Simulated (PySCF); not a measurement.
# [C2H3Si]-: core ionisation energies

C₂H₃Si (charge -1).
Structure used (PBE0-D3(BJ)/def2-SVP), in Å, numbered top down from 1:
```
atom  x, y, z in Å
C1     1.843   -0.706   -0.616
C2     0.702   -0.583   -0.179
Si3   -0.964   -0.281    0.692
H4     2.837   -0.820   -1.007
H5    -1.688    0.276   -0.557
H6    -1.499   -1.720    0.497
```

Theory: delta-SCF UKS SCAN, pcX-2 on the ionised atom, pcseg-1 elsewhere, spin-free X2C (PySCF). Binding energies are ΔSCF values: E(core-ionised, relaxed orbitals) − E(ground state) at a fixed geometry, referred to the vacuum level.

Problem. List the computed XPS lines with their assignment.

Solution. 
```tsv
atom(s)	environment	level	binding energy (eV)	2p1/2 (eV)	above the level's lowest (eV)	count
Si3	silicon bonded to C and 2 H	Si 1s	1839.79	–	0.00	1
C2	alkyne carbon	C 1s	284.75	–	+0.30	1
C1	terminal alkyne carbon	C 1s	284.45	–	0.00	1
Si3	silicon bonded to C and 2 H	Si 2p3/2	99.96	100.59	0.00	1
```

The listed C 1s values span 0.30 eV, from C1 (bonded to C (triple bond) and H) to C2 (bonded to C (triple bond) and Si). Summing the Pauling electronegativity differences to the bonded atoms, each weighted by its formal bond order, gives -0.35 for the lowest site and -0.65 for the highest; the largest sum, -0.35, belongs to C1, 0.30 eV below the top. The smallest sum, -0.65, belongs to C2, 0.30 eV above the lowest.

Problem. Which photon wavelength matches the C 1s of C2 threshold?

Solution. λ = hc/E = 12398.42 eV Å / 284.75 eV = 43.541 Å.

Spin contamination (⟨S²⟩ against 0.75 for a pure doublet) is marked for C 1s of C2 (0.87), which makes this value less certain. 2p3/2 and 2p1/2 are the ΔSCF energy of one spin-free 2p hole plus the eigenvalues of a spin–orbit and ligand-field matrix of the shell. 2p1/2 minus 2p3/2 (ligand field included): Si 0.63 eV. The species carries charge -1, so core ionisation leaves a neutral species. The basis sets have no added diffuse functions. Isolated species at its PBE0-D3(BJ)/def2-SVP geometry, gas phase. The geometry's basis has no diffuse functions, a weakness for an anion.
